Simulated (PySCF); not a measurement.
Orbital picture of AlN⁺

LDA at R = 2.169 Å; Al pcseg-1, N pcseg-1; no relativity (PySCF 2.14). State: ⁴Σ⁻ (quartet), unpaired electrons σ ↑, π ↑↑. Only the outer orbitals are listed, counted within each symmetry.

```tsv
spin	orbital	occ.	ε (eV)	on Al (%)	main shells (%)
α	5σ	1	-26.41	3	95 N s
α	6σ	1	-16.34	41	55 N p, 39 Al s
α	2π	1	-14.86	3	97 N p
α	2π	1	-14.86	3	97 N p
α	7σ	1	-13.48	71	57 Al s, 30 N p, 13 Al p
α	3π	0	-9.13	97	97 Al p
α	3π	0	-9.13	97	97 Al p
α	8σ	0	-7.15	96	89 Al p
β	5σ	1	-22.87	8	90 N s
β	6σ	1	-14.72	72	71 Al s, 21 N p
β	7σ	0	-11.58	47	52 N p, 23 Al p, 23 Al s
β	2π	0	-11.42	17	83 N p, 17 Al p
β	2π	0	-11.42	17	83 N p, 17 Al p
```

Task: Which are the highest filled and the lowest empty level, where do they sit, and how wide is the gap?

Result: Highest filled α 7σ at -13.48 eV (in %: 57 Al s, 30 N p, 13 Al p); lowest empty β 7σ at -11.58 eV (in %: 52 N p, 23 Al p, 23 Al s); the gap at LDA is 1.90 eV.

| Property | Result |
| --- | --- |
| bond order (Mayer) | 0.78 |
| ⟨S²⟩ | 3.758 |
| charge on Al (Mulliken, basis-dependent) | 0.98 |
| charge on Al (Löwdin, basis-dependent) | 0.92 |
| dipole moment (positive dipole points towards N; it is taken about the centre of mass and depends on that origin) | -2.91 D |
| polarisability along the bond | 49.3 bohr³ |
| polarisability across the bond | 24.7 bohr³ |

The state is the lowest determinant that a PBE0 search found; another state may lie lower at other levels.
